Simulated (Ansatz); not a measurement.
Relaxation of ClH₃Si (5 atoms, charge 0, multiplicity 1), to a largest force component of 0.02 eV/Å in at most 40 steps.

Level of theory: RKS revPBE-D4/def2-SVP (Ansatz).

```xyz
5
Properties=species:S:1:pos:R:3
Si 0.000 0.000 0.000
Cl 0.000 0.000 2.130
H 1.377 0.000 -0.486
H -0.688 1.191 -0.486
H -0.688 -1.191 -0.486
```

Q: Where does it end, and by what steps?

A: The forces met the threshold. After 3 steps the energy has fallen by 0.064 eV; H4 moved furthest, 0.04 Å.

| step | energy less start (eV) | largest force component (eV/Å) | accepted |
| --- | --- | --- | --- |
| 0 | 0.0000 | 1.231 | yes |
| 1 | -0.0571 | 0.474 | yes |
| 2 | -0.0639 | 0.034 | yes |
| 3 | -0.0640 | 0.002 | yes |

```xyz
5
Properties=species:S:1:pos:R:3
Si 0.000 0.000 0.010
Cl 0.000 0.000 2.096
H 1.420 0.000 -0.478
H -0.709 1.229 -0.478
H -0.709 -1.229 -0.478
```

Whether the end is a true minimum wasn't checked by a vibrational analysis.

Time of the run: 4.6 s on 1 thread of Arm Neoverse V1, on a shared host, peak memory 0.1 GiB.
